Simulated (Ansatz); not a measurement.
# CHNSi (quintet): from Hartree-Fock to the top rungs, cc-pVDZ

An exercise on one series of results from a longer session: the logs are not shown, and one member is left open.

Computed with Ansatz 0.2.0, Gaussian basis. Level: cc-pVDZ, core rule «outside noble gas», up to 7 orbitals frozen.

To be run: UHF; CCSD(T) on ROHF; CCSD(T) on UHF; BCCD(T) on ROHF; CISD; CCSDT(Q) on ROHF; CCSDT(Q) on UHF.

20 further runs of the same task are left out: 6 that didn't finish, 14 set aside as unsound or not needed.

## What is computed

The geometry is a PBE0/def2-TZVP stationary point (not a proven minimum) of the parent state, kept for this charge and spin.

4 atoms, charge 0, spin multiplicity 5.

Atoms are counted from 1 here; the program's logs count them from 0.

Bond lengths: C1–N2 1.240 Å, C1–Si3 1.952 Å, N2–H4 1.013 Å. Angles: N2–C1–Si3 78.7°, C1–N2–H4 135.7°.

The first run:

The input, in.yaml:

```yaml
crystal:
  periodic: [false, false, false]
  atoms:
    - {symbol: C, position_ang: [0.000000, -0.784833, 0.780179]}
    - {symbol: N, position_ang: [0.000000, 0.409287, 1.114041]}
    - {symbol: Si, position_ang: [0.000000, 0.098619, -0.960690]}
    - {symbol: H, position_ang: [0.000000, 0.916592, 1.991118]}
basis:
  gaussian: {orbitals: cc-pVDZ}
magnetization: {spin_polarized: true, initial_magnetization: 4}
hamiltonian: {xc: hf}
output: {orbitals: {seedname: orbitals}}
```

The run is started by

```console
> ansatz run in.yaml --threads 1 --pin off --events-out ev --progress --plain --max-ram 2393MiB
```

Among the steps run: UHF; CCSD(T) on ROHF; CCSD(T) on UHF; BCCD(T) on ROHF; CISD; CCSDT(Q) on ROHF; CCSDT(Q) on UHF.

One of the session's tables, all rows but one given; the rest of the session is left out.

```
   method  from UCCSDT(Q) (kJ/mol)
     ROHF                   +943.5
      UHF                   +920.3
     RMP2                    +97.4
     UMP2                   +112.5
     CISD                   +127.9
    RCCSD                    +46.7
    UCCSD                        ?
 RCCSD(T)                     +6.5
 UCCSD(T)                     +6.8
  BCCD(T)                     +6.7
   RCCSDT                     +4.1
   UCCSDT                     +3.9
RCCSDT(Q)                     +0.2
UCCSDT(Q)                        0
```

**Question.** Estimate the row for UCCSD.

**Answer.** from UCCSDT(Q) (kJ/mol): +45.5. In the column «from UCCSDT(Q) (kJ/mol)» it lies between UCCSD(T) (+6.8) and RCCSD (+46.7).

Limits of these values: Restricted and unrestricted rows rest on different reference determinants; where their highest levels disagree by more than a few hundredths of an eV, they describe different states and don't form one ladder.
